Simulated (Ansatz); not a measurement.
C₃H₄, SMILES C=C=C: the interaction energy of a dimer with the counterpoise correction, run with Ansatz 0.2.0, Python API.

`dimer_c3h4.py`
```python
# -*- coding: utf-8 -*-
"""Binding of a C3H4 dimer at a trial geometry."""

import ansatz as az

FIRST = [
    ("C", (-1.0105, 0.2942, -0.6801)),
    ("C", (-0.0201, 0.0006, 0.0022)),
    ("C", (0.9935, -0.3306, 0.6841)),
    ("H", (-1.8834, -0.2559, -0.6721)),
    ("H", (-1.0473, 1.2239, -1.3253)),
    ("H", (1.7889, -0.9597, 0.2735)),
    ("H", (1.1792, 0.0274, 1.7174)),
]
SECOND = [
    ("C", (3.0527, 2.7647, 2.179)),
    ("C", (2.9381, 1.722, 2.8364)),
    ("C", (2.8063, 0.6743, 3.5343)),
    ("H", (3.5767, 3.5877, 2.5146)),
    ("H", (2.6324, 2.8702, 1.1329)),
    ("H", (1.9492, 0.5225, 4.1972)),
    ("H", (3.5099, -0.1821, 3.4909)),
]

def energy(atoms, ghosts=()):
    molecule = az.Crystal.molecule()
    for symbol, xyz in atoms:
        molecule = molecule.atom(symbol, xyz)
    calc = (
        molecule.calculation()
        .basis(gaussian="def2-SVP")  # the orbital basis, by name
        .functional("b3lyp")
    )
    deck = calc.input()
    if ghosts:
        deck = deck.set(az.key.basis.gaussian.ghost_atoms, [{"symbol": s, "position_ang": list(xyz)} for s, xyz in ghosts])
    return az.Session.from_dict(deck).plan().execute().report["free_energy_ev"]

# monomers in their own basis and in the basis of the dimer
both = energy(FIRST + SECOND)
alone = energy(FIRST) + energy(SECOND)
ghosted = energy(FIRST, SECOND) + energy(SECOND, FIRST)
print(f"dimer {both:.6f} eV")
print(f"interaction, uncorrected   {96.485332 * (both - alone):8.3f} kJ/mol")
print(f"interaction, counterpoise  {96.485332 * (both - ghosted):8.3f} kJ/mol")
print(f"basis-set superposition    {96.485332 * (alone - ghosted):8.3f} kJ/mol")
```

How large is the interaction at this pose, and how much of it is basis-set superposition?

Uncorrected it is 2.901 kJ/mol, with the counterpoise correction 5.424 kJ/mol; the difference, 2.52 kJ/mol, is the superposition error. In this basis both values are repulsive.

The run itself:

Output of `python dimer_c3h4.py`:
```text
dimer -6343.497258 eV
interaction, uncorrected      2.901 kJ/mol
interaction, counterpoise     5.424 kJ/mol
basis-set superposition       2.523 kJ/mol
```

Reading the output:
- Total energies depend on the basis set; only differences at equal settings carry meaning.
- The dimer is a generated trial pose of unrelaxed monomers, not a minimum, so the figure is no binding energy, and the basis set is small.
- b3lyp holds the VWN-RPA fit, as in Gaussian; the form of ORCA and Turbomole is b3lyp5.
- This level lacks the dispersion part of the attraction (electrostatics and induction are there), which can decide the sign where the interaction is weak.
- The whole script took 10 s on 1 thread of Arm Neoverse V2, on a shared host, peak memory 0.28 GiB.
